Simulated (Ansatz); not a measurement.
Two structures of Si2H6Cl, doublet, reached by relaxing down either side of one saddle point (PBE0-D4/def2-TZVP). Energies are electronic, without zero-point energy. Computed with Ansatz 0.2.0 (basis: def2-TZVPP and def2-QZVPP); correlated methods freeze the cores; orbitals are unrestricted. Extrapolation: Hartree–Fock as exp(−7.88 √X), correlation as X^−2.97. First:

| atom | x (Å) | y (Å) | z (Å) |
| --- | --- | --- | --- |
| H1 | 1.5395 | -0.4660 | -0.6351 |
| Si2 | 0.7031 | -1.4802 | -1.3162 |
| Cl3 | -1.2530 | -1.1898 | -0.7521 |
| Si4 | -0.4603 | 1.6853 | 1.4388 |
| H5 | 0.7910 | -1.3275 | -2.7863 |
| H6 | 1.1062 | -2.8463 | -0.9117 |
| H7 | -1.4098 | 2.1732 | 0.4063 |
| H8 | -1.0761 | 0.6401 | 2.2955 |
| H9 | 0.0591 | 2.8112 | 2.2607 |

Second:

```json
{"atom": "H1", "x (Å)": "0.8761", "y (Å)": "0.9809", "z (Å)": "0.6443"}
{"atom": "Si2", "x (Å)": "0.7931", "y (Å)": "-1.6731", "z (Å)": "-1.4912"}
{"atom": "Cl3", "x (Å)": "-1.1643", "y (Å)": "-1.3923", "z (Å)": "-0.9310"}
{"atom": "Si4", "x (Å)": "-0.3481", "y (Å)": "1.5211", "z (Å)": "1.2902"}
{"atom": "H5", "x (Å)": "0.8855", "y (Å)": "-1.5136", "z (Å)": "-2.9669"}
{"atom": "H6", "x (Å)": "1.2108", "y (Å)": "-3.0361", "z (Å)": "-1.0673"}
{"atom": "H7", "x (Å)": "-1.2986", "y (Å)": "1.9794", "z (Å)": "0.2469"}
{"atom": "H8", "x (Å)": "-0.9794", "y (Å)": "0.4642", "z (Å)": "2.1187"}
{"atom": "H9", "x (Å)": "0.0247", "y (Å)": "2.6694", "z (Å)": "2.1562"}
```

**Question.** Which bonds change from the first to the second?

**Answer.** SiH₃Cl ([SiH3][Cl]) + SiH₃ → SiH₂Cl ([SiH2][Cl]) + SiH₄; bonds formed: H1–Si4; bonds broken: H1–Si2.

**Question.** Give the saddle point's structure and its height above each. (Judge from chemistry; the value comes from the calculation.)

**Answer.** The calculation gives: 0.494 eV above the first and 0.488 eV above the second (CCSD(T) at an estimated basis limit (MP2 extrapolated from triple and quadruple zeta, plus CCSD(T) − MP2 in triple zeta)).
```json
{"atom": "H1", "x (Å)": "0.3156", "y (Å)": "0.0822", "z (Å)": "0.0127"}
{"atom": "Si2", "x (Å)": "0.5319", "y (Å)": "-1.2476", "z (Å)": "-1.1001"}
{"atom": "Cl3", "x (Å)": "-1.4025", "y (Å)": "-1.9164", "z (Å)": "-1.3158"}
{"atom": "Si4", "x (Å)": "-0.3288", "y (Å)": "1.3260", "z (Å)": "1.1291"}
{"atom": "H5", "x (Å)": "1.0361", "y (Å)": "-0.8325", "z (Å)": "-2.4360"}
{"atom": "H6", "x (Å)": "1.3532", "y (Å)": "-2.3581", "z (Å)": "-0.5495"}
{"atom": "H7", "x (Å)": "-1.3127", "y (Å)": "2.1488", "z (Å)": "0.3784"}
{"atom": "H8", "x (Å)": "-0.9863", "y (Å)": "0.6261", "z (Å)": "2.2633"}
{"atom": "H9", "x (Å)": "0.7933", "y (Å)": "2.1713", "z (Å)": "1.6177"}
```

No T1 diagnostic of these runs exceeds 0.014. ⟨S²⟩ of the unrestricted Hartree–Fock references: 0.75 to 0.78 (a pure state has 0.75). The start structure is not quite a true minimum (one mode of 46i cm⁻¹). The end structure is not quite a true minimum (one mode of 51i cm⁻¹).

Radical steps of this kind take place in plasma deposition and etching.

Labels in which every atom is bracketed show which atoms are joined, not bond orders.

For scale, one of the runs: CCSD(T)/def2-TZVPP, 210 basis functions (an equivalent command: `ansatz run in.yaml --threads 4`). The run took 98 s on 4 CPU threads (shared host), with 6.5 GiB of host memory at its peak.
